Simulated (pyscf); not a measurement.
PySCF, gas phase, ωB97X-D3(BJ)/def2-SVP geometries.

Problem. PBE/def2-TZVP puts the barrier of H₃Si–SiH(SiH₃)–SiH₃ + water (H₂O) → HO–SiH₂–SiH(SiH₃)–SiH₃ + hydrogen (H₂) (four-centre exchange; singlet surface; H–Si, H–O broken, O–Si, H–H formed) at 1.38 eV and the reaction energy at -0.53 eV, from the separated reactants. What do B3LYP-D3(BJ)/def2-TZVP, PBE0-D3(BJ)/def2-TZVP, ωB97M-D3(BJ)/def2-TZVP give on the same structures?

Solution. B3LYP-D3(BJ): ΔE‡ = 1.54 eV, ΔE = -0.63 eV; PBE0-D3(BJ): ΔE‡ = 1.44 eV, ΔE = -0.54 eV; ωB97M-D3(BJ): ΔE‡ = 1.51 eV, ΔE = -0.61 eV. PBE's barrier lies under all of them, by 0.06 to 0.16 eV. Its reaction energy matches one of them and lies within 0.10 eV of the others. On the reactant side the descent ends in a complex (not fully relaxed), 0.18 eV under the separated species and 1.72 eV under the saddle at ωB97X-D3(BJ)/def2-TZVP. One saddle was located; it need not be the lowest between these sides.
